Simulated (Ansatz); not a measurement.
## Anatase TiO2 (metastable phase)

Computed with PBEsol (PAW; Ansatz, an electronic-structure program).

Settings: plane-wave cutoff 520 eV, 12×12×12 k mesh, Fermi–Dirac smearing 0.01 eV, no spin polarisation, scalar-relativistic PAW data made under PBE.

Cell: relaxed at this level.

```json
{
 "equilibrium_volume_per_atom": "11.31 Å³/atom",
 "bulk modulus B0": "181 GPa",
 "lattice_parameter_a": "3.770 Å",
 "lattice_parameter_c": "9.552 Å",
 "band_gap": "2.11 eV (indirect)",
 "smallest_direct_gap_on_the_k_points_sampled": "2.44 eV",
 "Γ–Γ gap": "2.58 eV",
 "pressure derivative B′ of the bulk modulus": "2.2"
}
```

Measured, for comparison: lattice constant a 3.784 Å, lattice parameter c 9.514 Å (room temperature, no zero-point or thermal correction; as tabulated in Horn, Schwerdtfeger, Meagher, Refinement of the structure of anatase at several …). Computed (rounded) less measured: lattice constant a -0.4 %, lattice parameter c +0.4 %. A static lattice is as a rule a little smaller and stiffer than an uncorrected measurement, which can account for part of this.

Note: the bulk modulus comes from volumes at which shape and atoms were relaxed.

Static lattice: no zero-point or thermal effects.
